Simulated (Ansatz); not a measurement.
Process, species as SMILES: F (HF) → F atom + H atom
B3LYP-D3(BJ)/def2-TZVP geometries, fixed; electronic energies without zero-point terms.
Largest species:
```xyz
2

F      0.0000     0.0000    -0.0925
H      0.0000     0.0000     0.8321
```
Charge 0, spin multiplicity 1.

Basis-set convergence of the bond dissociation energy at MP2 with Ansatz (a program for electronic structure). Cartesian d functions, on some or all atoms, in 6-31G**; all else is spherical. Cores are frozen. Open shells are unrestricted. No added dispersion term, no relativity. Functions are those of the species that has most. Reference: Hartree-Fock in aug-cc-pV5Z plus the correlation part extrapolated as X^-3 from aug-cc-pVQZ and aug-cc-pV5Z, 146.35 kcal/mol, itself unsure by roughly 0.16 kcal/mol (a third of the extrapolation step and of the last Hartree-Fock step).

```json
[
 {"basis": "6-31G**", "functions": "20", "bond dissociation energy (kcal/mol)": "131.23"},
 {"basis": "pcseg-2", "functions": "44", "bond dissociation energy (kcal/mol)": "142.65"},
 {"basis": "def2-TZVPP", "functions": "45", "bond dissociation energy (kcal/mol)": "[?]"},
 {"basis": "def2-TZVPD", "functions": "49", "bond dissociation energy (kcal/mol)": "[?]"},
 {"basis": "aug-cc-pVTZ", "functions": "69", "bond dissociation energy (kcal/mol)": "[?]"},
 {"basis": "def2-QZVPP", "functions": "87", "bond dissociation energy (kcal/mol)": "[?]"},
 {"basis": "aug-pcseg-3", "functions": "134", "bond dissociation energy (kcal/mol)": "145.54"},
 {"basis": "cc-pV5Z", "functions": "146", "bond dissociation energy (kcal/mol)": "145.56"},
 {"basis": "pcseg-4", "functions": "162", "bond dissociation energy (kcal/mol)": "145.94"}
]
```

Fill in the missing entries.


- def2-TZVPP, bond dissociation energy (kcal/mol): 142.08
- def2-TZVPD, bond dissociation energy (kcal/mol): 140.68
- aug-cc-pVTZ, bond dissociation energy (kcal/mol): 143.67
- def2-QZVPP, bond dissociation energy (kcal/mol): 144.83
